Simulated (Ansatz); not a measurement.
## Multireference treatment of C4H4, singlet

Computed with Ansatz's Gaussian-basis code (development build); CASPT2, NEVPT3, NEVPT4(SD) by development code. Basis cc-pVTZ, nonrelativistic, 4 orbitals frozen in the corrections. State-specific CASSCF; RHF is the lowest restricted (open-shell) Hartree–Fock solution met. Letters tell apart solutions met in one space. Solutions may break the symmetry of the shape. The lowest solution met needn't be the lowest there is, nor hold the orbitals that a chemist would pick.

Geometry:

```xyz
8

C     0.0022    0.0190    0.2569
C     0.0165    0.6732   -1.0258
C     0.0132   -0.6532   -1.0094
C     0.0174   -0.0081    1.5872
H    -0.0008    1.5955   -1.5794
H    -0.0128   -1.5686   -1.6024
H     0.0191    0.9258    2.1453
H    -0.0172   -0.9308    2.1604
```

CASSCF less RHF, in eV, and natural occupations:

| CAS | CASSCF | occupations |
| --- | --- | --- |
| (4,4) a | -1.422 | 1.98, 1.94, 0.06, 0.02 |
| (4,4) b | -1.244 | 1.95, 1.92, 0.07, 0.06 |
| (4,4) c | -1.215 | 1.98, 1.94, 0.06, 0.02 |

(1) What totals less RHF do the corrections give on each solution?

(2) In CAS(4,4), is the solution lowest in CASSCF also lowest after SC-NEVPT2?

(3) Roughly how much CPU time does a whole run from the default start take (median of such runs, summed over threads; nearly all runs on one pinned thread of a shared server, mostly Xeon at 2.3 to 2.6 GHz, by a development driver)?

Answers

(1) 

| CAS | SC-NEVPT2 | FIC-NEVPT2 | NEVPT3 | NEVPT4(SD) | CASPT2 (IPEA 0) |
| --- | --- | --- | --- | --- | --- |
| (4,4) a | -16.621 | -16.652 | -17.605 | -18.160 | -16.992 |
| (4,4) b | -17.068 | -17.084 | -17.704 | -18.229 | -17.043 |
| (4,4) c | -16.766 | -16.790 | -17.573 | -18.166 | -17.017 |

(2) No: (4,4) b is lowest after SC-NEVPT2, 0.45 eV under (4,4) a, which leads in CASSCF.

(3) CAS(4,4) a: about 79 s. Other jobs ran beside these, and the count of passes differs.
